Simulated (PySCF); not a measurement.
## Which enantiomer?

Computed with TDDFT wB97X-D/aug-cc-pVDZ circular dichroism and optical rotation, one conformer, gas phase (PySCF). Geometry: GFN2-xTB.

Values for one enantiomer of C3H4F2S, R in 10⁻⁴⁰ esu² cm² (velocity form):
| λ (nm) | f | R |
| --- | --- | --- |
| 241 | 0.0007 | -3.9 |
| 191 | 0.033 | +9.8 |
| 185 | 0.017 | +5.1 |
| 170 | 0.031 | -15.7 |
| 169 | 0.017 | -23.3 |
| 162 | 0.015 | +11.5 |
| 161 | 0.044 | -3.1 |
| 154 | 0.004 | -1.4 |
| 152 | 0.003 | -0.9 |
| 151 | 0.027 | -27.0 |
| 149 | 0.047 | -11.9 |
| 148 | 0.039 | +5.1 |
| 144 | 0.018 | +7.6 |
| 144 | 0.031 | +12.4 |
| 142 | 0.005 | -8.6 |
| 140 | 0.028 | -14.3 |

[α] at 589.3 nm: -158 deg dm⁻¹ (g/mL)⁻¹ (origin-invariant length gauge).

**Question.** Which structure gives these signs?
A. F[C@@H]1CS[C@@H]1F
B. F[C@@H]1SC[C@@H]1F

**Answer.** B. Its CIP labels in SMILES order are S, R; the other enantiomer gives every sign reversed.

The signs above follow by mirror symmetry from the run on the other enantiomer. Geometry of F[C@@H]1CS[C@@H]1F as run:
```xyz
10

F     0.445    0.430   -1.763
C     0.111    0.546   -0.447
C     1.066   -0.143    0.523
S    -0.342   -0.705    1.554
C    -1.142   -0.239   -0.028
F    -1.385   -1.316   -0.814
H    -0.009    1.614   -0.237
H     1.571   -0.995    0.071
H     1.772    0.496    1.044
H    -2.078    0.315    0.073
```
